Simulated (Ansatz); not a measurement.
Consider the formal exchange of groups at the Si–Si bond: `O[SiH2][SiH3]` + BH₃ → `B[SiH2]O` + SiH₄.

Calculated with Ansatz (gas phase, PBE0-D4/def2-TZVP geometries, no zero-point term in ΔE). CCSD(T)/CBS is the MP2 limit (def2-TZVPP, def2-QZVPP) plus CCSD(T) − MP2 in def2-TZVPP, frozen cores. This one scheme is used for every species. DFT in def2-TZVPP. HSE06 is defined as in plane-wave codes. One conformer a species, not always the lowest.

`O[SiH2][SiH3]`:

```xyz
9

O    -0.743   -0.706   -1.800
Si    0.420    0.087   -0.932
Si   -0.156    0.320    1.332
H    -0.978   -1.592   -1.522
H     1.733   -0.618   -1.015
H     0.558    1.416   -1.576
H     0.948    0.991    2.072
H    -0.382   -1.020    1.944
H    -1.399    1.121    1.496
```

BH₃:

Cartesian coordinates in Å:
```
B 0.000 0.000 0.000
H -0.452 0.373 1.040
H 0.155 0.774 -0.895
H 0.297 -1.147 -0.145
```

`B[SiH2]O`:

```xyz
8

B     1.070   -0.441   -0.752
Si   -0.313    0.554    0.305
O    -1.763   -0.212    0.518
H     0.997   -1.605   -1.021
H     2.059    0.136   -1.104
H    -0.653    1.854   -0.330
H     0.342    0.853    1.621
H    -1.739   -1.138    0.762
```

SiH₄:

Cartesian coordinates in Å:
```
Si 0.000 0.000 0.000
H 0.932 0.482 -1.050
H -0.299 1.107 0.943
H 0.627 -1.124 0.740
H -1.260 -0.465 -0.632
```

```json
{"level": "revPBE-D4", "ΔE (kcal/mol)": "3.7", "difference from CCSD(T)/CBS": "0.4"}
{"level": "B97M-V", "ΔE (kcal/mol)": "2.6", "difference from CCSD(T)/CBS": "-0.7"}
{"level": "r2SCANh-D4", "ΔE (kcal/mol)": "3.3", "difference from CCSD(T)/CBS": "0.0"}
{"level": "HSE06-D4", "ΔE (kcal/mol)": "3.8", "difference from CCSD(T)/CBS": "0.5"}
{"level": "CAM-B3LYP-D4", "ΔE (kcal/mol)": "2.9", "difference from CCSD(T)/CBS": "-0.4"}
{"level": "PBE-QIDH", "ΔE (kcal/mol)": "3.5", "difference from CCSD(T)/CBS": "0.2"}
{"level": "r2SCAN", "ΔE (kcal/mol)": "3.1", "difference from CCSD(T)/CBS": "-0.2"}
{"level": "r2SCANh", "ΔE (kcal/mol)": "3.2", "difference from CCSD(T)/CBS": "-0.1"}
{"level": "HSE06", "ΔE (kcal/mol)": "3.4", "difference from CCSD(T)/CBS": "0.1"}
{"level": "BHLYP", "ΔE (kcal/mol)": "2.7", "difference from CCSD(T)/CBS": "-0.6"}
{"level": "LC-ωPBE", "ΔE (kcal/mol)": "3.1", "difference from CCSD(T)/CBS": "-0.2"}
{"level": "CCSD(T)/def2-SVP", "ΔE (kcal/mol)": "1.6", "difference from CCSD(T)/CBS": "-1.7"}
{"level": "HF/def2-TZVPP", "ΔE (kcal/mol)": "2.6", "difference from CCSD(T)/CBS": "-0.7"}
{"level": "HF/def2-QZVPP", "ΔE (kcal/mol)": "2.7", "difference from CCSD(T)/CBS": "-0.6"}
{"level": "MP2/def2-QZVPP", "ΔE (kcal/mol)": "3.6", "difference from CCSD(T)/CBS": "0.3"}
{"level": "CCSD/CBS(def2)", "ΔE (kcal/mol)": "3.1", "difference from CCSD(T)/CBS": "-0.2"}
{"level": "CCSD(T)/CBS", "ΔE (kcal/mol)": "3.3", "difference from CCSD(T)/CBS": "0"}
```

Largest T1 diagnostic among the species: 0.012.

Leaving LDA and LC-ωPBE aside and taking each functional with its dispersion term where it has one, the values spread over 1.2 kcal/mol, from B97M-V to HSE06-D4. LDA lies −0.8 kcal/mol from PBE without D4. The D4 term adds +0.7 kcal/mol with B3LYP and +0.4 kcal/mol with PBE0; it sums over pairs of atoms, weighted by their polarisabilities, and B3LYP, whose exchange is more repulsive, gets the larger term.

B3LYP here is the variant with VWN-RPA as its local correlation; programs differ in this.
